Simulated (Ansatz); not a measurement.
**A barrier at the coupled-cluster level**

Start structure (CH5S, doublet), relaxed at PBE0-D4/def2-TZVP:

```xyz
7
angstrom
H 0.1394 -0.9928 -0.0240
S 0.6304 -2.2442 0.0976
C -0.6192 1.2346 -0.1909
H 1.7463 -1.8065 0.6997
H -1.5556 0.9055 -0.6187
H -0.5418 1.3932 0.8751
H 0.2005 1.5104 -0.8387
```

The step: CH₃ + H₂S → CH₄ + HS; bonds formed: H1–C3; bonds broken: H1–S2. Program: Ansatz 0.2.0. Basis: def2-TZVPP and def2-QZVPP. Cores are frozen in the correlated methods; orbitals are unrestricted. Extrapolation: Hartree–Fock as exp(−7.88 √X), correlation as X^−2.97. Energies below are by CCSD(T) at an estimated basis limit (MP2 extrapolated from triple and quadruple zeta, plus CCSD(T) − MP2 in triple zeta).

**Question.** What are the electronic barrier and the energy of the step, from the start structure to the end structure? (Judge from chemistry; the value comes from the calculation.)

**Answer.** By the calculation: Barrier 0.181 eV; step energy -0.703 eV (downhill); reverse barrier, their difference, 0.884 eV. Barrier and step energy count from the start structure, the reverse barrier from the end structure.

The saddle point: One imaginary mode of 415i cm⁻¹.
```
 pair  start (Å)  saddle (Å)  end (Å)
H1–C3       2.36        1.64     1.09
H1–S2       1.35        1.43     3.53
```

Zero-point energy (harmonic, PBE0-D4): ZPE is 1.267 eV at the start and 1.266 eV at the saddle, so the barrier goes from 0.181 to 0.179 eV.

The T1 diagnostic stays at or below 0.014. ⟨S²⟩ of the unrestricted Hartree–Fock references: 0.76 to 0.78 (a pure state has 0.75).

For scale, one of the runs: CCSD(T)/def2-TZVPP, 143 basis functions, launched by `ansatz run in.yaml --threads 2 --pin off --events-out ev --progress --plain --max-ram 4352MiB`. Hardware: 2 CPU threads of an Arm Neoverse V2, shared host. Wall time 33 s; peak host memory 1.8 GiB.
